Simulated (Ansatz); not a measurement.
**C2H3N (singlet): from Hartree-Fock to the top rungs, cc-pVDZ**

One table from this session's results is given with a row withheld; the runs are named, their logs left out.

Computed with Ansatz 0.2.0, Gaussian basis. Level: cc-pVDZ, core rule «outside noble gas», up to 3 orbitals frozen.

To be run: UHF; CCSD(T) on RHF; BCCD(T) on RHF; CISD; CCSDT(Q) on RHF; CASSCF and MRCISD+Q, 8 electrons in 8 orbitals; CASSCF and NEVPT2, 8 electrons in 8 orbitals.

20 further runs of the same task are left out: 2 that didn't finish, 18 set aside as unsound or not needed.

## What is computed

The geometry is an MP2(full)/6-31G* stationary point (not a proven minimum).

6 atoms, charge 0, spin multiplicity 1.

Atoms are counted from 1 here; the program's logs count them from 0.

Bond lengths: C1–C2 1.461 Å, C1–H4 1.092 Å, C1–H5 1.092 Å, C1–H6 1.092 Å, C2–N3 1.178 Å. Angles: C2–C1–H4 110.1°, C2–C1–H5 110.1°, C2–C1–H6 110.1°, H4–C1–H5 108.8°, H4–C1–H6 108.8°, H5–C1–H6 108.8°, C1–C2–N3 180.0°.

Set-up of the first run:

in.yaml

```yaml
crystal:
  periodic: [false, false, false]
  atoms:
    - {symbol: C, position_ang: [0.000000, 0.000000, -1.300197]}
    - {symbol: C, position_ang: [0.000000, 0.000000, 0.160607]}
    - {symbol: N, position_ang: [0.000000, 0.000000, 1.338939]}
    - {symbol: H, position_ang: [0.000000, 1.024986, -1.675637]}
    - {symbol: H, position_ang: [0.887664, -0.512493, -1.675637]}
    - {symbol: H, position_ang: [-0.887664, -0.512493, -1.675637]}
basis:
  gaussian: {orbitals: cc-pVDZ}
magnetization: {spin_polarized: true, initial_magnetization: 0}
hamiltonian: {xc: hf}
output: {orbitals: {seedname: orbitals}}
```

On the command line:

```sh
> ansatz run in.yaml --threads 1 --pin off --events-out ev --progress --plain --max-ram 2880MiB --backend cpu
```

Steps of the session up to this table: UHF; CCSD(T) on RHF; BCCD(T) on RHF; CISD; CCSDT(Q) on RHF; CASSCF and MRCISD+Q, 8 electrons in 8 orbitals; CASSCF and NEVPT2, 8 electrons in 8 orbitals.

One table of the session follows, with a row left open; its other results are not shown here.

```
           method  from RCCSDT(Q) (meV)
              RHF              +12729.3
             RMP2               +1082.9
             CISD               +1893.3
            RCCSD                +525.4
         RCCSD(T)                     ?
          BCCD(T)                 +59.1
           RCCSDT                 +49.8
        RCCSDT(Q)                     0
  CASSCF frontier               +8961.1
  NEVPT2 frontier               +1648.8
  MRCISD frontier                +904.4
MRCISD+Q frontier                +105.8
```

Estimate the missing values for RCCSD(T).

**Answer.** from RCCSDT(Q) (meV): +59.3. In the column «from RCCSDT(Q) (meV)» it lies between BCCD(T) (+59.1) and MRCISD+Q frontier (+105.8).
